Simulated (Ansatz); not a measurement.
**AsH, singlet: the ladder up to full CI**

Geometry: a point of a stretch scan, not a stationary point.

```xyz
2

As    0.0000    0.0000    0.0000
H     0.0000    0.0000    1.6720
```

Basis aug-cc-pVDZ; Ansatz 0.2.0. Correlated methods freeze the noble-gas cores and the filled d shells of p-block atoms, which leaves 6 electrons in 31 orbitals. R marks a restricted (for open shells ROHF) determinant, U an unrestricted one. Active spaces: pair = (2e, 2o) about the gap; valence = (6e, 5o) chosen from the atoms' valence shells. No spin–orbit coupling is included, and no scalar relativity.

Full CI is exact within this basis and frozen core; it isn't the basis-set limit. The frozen core follows each run's orbitals, which can shift R against U totals by a few meV for light atoms and by up to 0.1 eV past Ca.

The determinant fills πx and πy unequally, so it is a mixture of Σ and Δ, which weighs on every level built on one determinant.

The UHF ⟨S²⟩ is 1.025 and the T1 diagnostic (RCCSD) is 0.0114. The largest doubles amplitude (RCCSD) is 0.348.

| level | E − E(full CI) (kJ/mol) | share of correlation (%) | wall time |
| --- | --- | --- | --- |
| RHF | 351.2 | 0.00 | – |
| RMP2 | 110.3 | 68.60 | – |
| CISD | 52.5 | 85.07 | 0.99 s |
| RCCSD | 32.0 | 90.90 | – |
| RCCSD(T) | 16.4 | 95.32 | 1.3 s |
| BCCD(T) | 16.7 | 95.26 | 0.96 s |
| RCCSDT* | 1.4 | 99.60 | – |
| RCCSDT(Q)* | -0.5 | 100.14 | 2 s |
| CASSCF (pair space) | 296.0 | 15.72 | – |
| NEVPT2 (pair space) | 58.5 | 83.35 | 1.6 s |
| MRCISD (pair space) | 18.3 | 94.80 | – |
| MRCISD+Q (pair space) | -2.9 | 100.83 | 1.8 s |
| CASSCF (valence space) | 243.0 | 30.82 | – |
| NEVPT2 (valence space) | 60.7 | 82.73 | 1.4 s |
| NEVPT4(SD) (valence space) | 5.3 | 98.48 | 1.6 s |
| MRCISD (valence space) | 11.9 | 96.61 | – |
| MRCISD+Q (valence space) | -2.1 | 100.61 | 1.7 s |

An asterisk marks runs whose energy the program itself flagged as in doubt.

The correlation energy at full CI, counted from RHF, is -3.640 eV. That run took 25 s on 1 thread of Arm Neoverse V2, shared host over 5,065,957 determinants.

Run but not shown, since their state or frozen core can't be matched to the reference's or they repeat it: UHF, UMP2, UCCSD, UCCSD(T), UCCSDT, UCCSDT(Q).

Times hold each run's SCF and search for its determinant on a shared host, so for small cases they say little of a method's own cost; they ran on 1 thread of Arm Neoverse V2.

More than 5 meV below full CI, which no variational method can be: MRCISD+Q (pair space), MRCISD+Q (valence space).

Unrestricted levels hold only the spin's projection, and here they fall towards a lower state of higher spin.

The full-CI state has the irrep A1 of C2v, in the program's axes (one component, if the state is degenerate).

Natural occupations of full CI about the gap: 1.957 1.924 0.998 0.972 0.052 0.020 0.014 0.014 0.009 0.007; effectively unpaired electrons, Σ n²(2−n)², 2.04. No single determinant describes this state well, so single-reference rows can miss without a flag.
